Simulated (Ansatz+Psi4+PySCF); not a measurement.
The numbers below are computed, except where a source is named.
Input for PySCF 2.14.0:

```python
from pyscf import gto, scf, mp

mol = gto.M(atom="""
C 0.815300 0.608800 0.659300
C -0.215300 -0.008800 -0.059300
H 0.726200 1.630400 1.013600
H 1.739100 0.087300 0.887100
H -0.264500 0.047700 -1.141700
H -1.000800 -0.565400 0.441100
""", basis='cc-pvtz', charge=1, spin=1)
mf = scf.UHF(mol)
mf.kernel()
pt = mp.MP2(mf, frozen=2).run()
print(mf.e_tot, pt.e_corr, pt.e_tot)
```

The script is written out from the run's settings.

Results

```
Converged                       : yes
Reference energy                : -77.67814 hartree
Correlation energy              : -0.28322 hartree
Total energy                    : -77.96136 hartree
Spin squared of the determinant : 0.789
```

Messages of the program:
```
WARN: HOMO -0.103167601042719 >= LUMO -0.103167601042719
WARN: HOMO -0.103167601042719 >= LUMO -0.103167601042719
```

This is not the lowest solution: another run reaches a determinant 0.43 eV lower. Caution: MP2 on this radical cation hangs on the determinant chosen.
